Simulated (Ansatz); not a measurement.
The input, for Ansatz 0.2.0:

```yaml
crystal:
  periodic: [false, false, false]
  atoms:
    - {symbol: B, position_ang: [0.000000, -0.203796, 0.731699]}
    - {symbol: O, position_ang: [0.000000, 0.084016, -0.579305]}
    - {symbol: H, position_ang: [0.000000, 0.852259, 1.347434]}
basis:
  gaussian: {orbitals: 6-31G}
total_charge: 1
magnetization: {spin_polarized: false, initial_magnetization: 1}
correlation: {method: bccd_t, electrons: outside_noble_gas}
```

```sh
$ ansatz run in.yaml --threads 1 --pin off --events-out ev --progress --plain --max-ram 2816MiB --backend cpu
```

Output:

```
233 factors; integrals over basis functions are off by at most 2.8e-4 eV
mean field evaluation 1: about -2695.3479 eV, gradient 7.0e1 eV
mean field evaluation 2: about -2695.3578 eV, gradient 7.0e1 eV
mean field evaluation 4: about -2710.0551 eV, gradient 7.4e0 eV
mean field evaluation 8: about -2711.3611 eV, gradient 7.4e-1 eV
mean field evaluation 16: about -2711.3791 eV, gradient 1.8e-5 eV
mean field evaluation 32: about -2711.0203 eV, gradient 1.8e-3 eV
mean field evaluation 64: about -2705.8188 eV, gradient 1.2e1 eV
mean field evaluation 96: about -2711.0171 eV, gradient 2.7e-1 eV
mean field evaluation 128: about -2704.5178 eV, gradient 8.9e-4 eV
mean field evaluation 160: about -2701.0769 eV, gradient 7.5e0 eV
...
cycle   7  -4.30316596 eV  change    2.7e-4 eV  update   2.1e-4
cycle   8  -4.30323533 eV  change   -6.9e-5 eV  update   1.1e-4
cycle   9  -4.30324493 eV  change   -9.6e-6 eV  update   6.7e-5
cycle  10  -4.30325978 eV  change   -1.5e-5 eV  update   4.0e-5
cycle  11  -4.30327475 eV  change   -1.5e-5 eV  update   2.3e-5
cycle  12  -4.30327410 eV  change    6.5e-7 eV  update   1.4e-5
cycle  13  -4.30328302 eV  change   -8.9e-6 eV  update   8.7e-6
cycle  14  -4.30328384 eV  change   -8.3e-7 eV  update   5.6e-6
cycle  15  -4.30328825 eV  change   -4.4e-6 eV  update   3.7e-6
cycle  16  -4.30328703 eV  change    1.2e-6 eV  update   2.2e-6
perturbative correction -0.23471358 eV, -0.0086255648 hartree
Total energy: -2715.91714734 eV, -99.8081142500 hartree
```

For the same geometry and basis full CI lies 43.8 meV lower.

Ran on 1 thread of AMD EPYC 7R13, shared host: 1.2 s wall, 0.14 GiB peak host memory.
